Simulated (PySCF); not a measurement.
Excitations are Tamm–Dancoff values on a coarser integration grid. The basis has no diffuse functions, so Rydberg states are missing or too high.

Cartesian coordinates (Å):
SMILES: C1=CC1
```xyz
7

C     -0.5958    -0.6458    -0.0093
C     -0.6006     0.6407    -0.0291
C      0.7617     0.0032     0.0244
H     -1.1339    -1.5762    -0.0125
H     -1.1457     1.5665    -0.0607
H      1.3865    -0.0082    -0.8674
H      1.3278     0.0197     0.9545
```
Charge 0, multiplicity 1.

What S1 oscillator strength, S1–T1 gap (TDA), dipole moment, T1 excitation (TDA), brightest of the four lowest singlets (TDA), HOMO, HOMO–LUMO gap and LUMO does PBE-D3(BJ)/def2-TZVP // B3LYP-D3(BJ)/def2-TZVP run with PySCF 2.14.0 give?


The S1 oscillator strength comes out as 0.002 and the S1–T1 gap (TDA) is 2.15 eV. The dipole moment is 0.48 D. The T1 excitation (TDA) is 4.18 eV and the brightest of the four lowest singlets (TDA) comes out as 6.52 eV. The HOMO is -6.11 eV and the HOMO–LUMO gap comes out as 5.15 eV. The LUMO comes out as -0.96 eV.
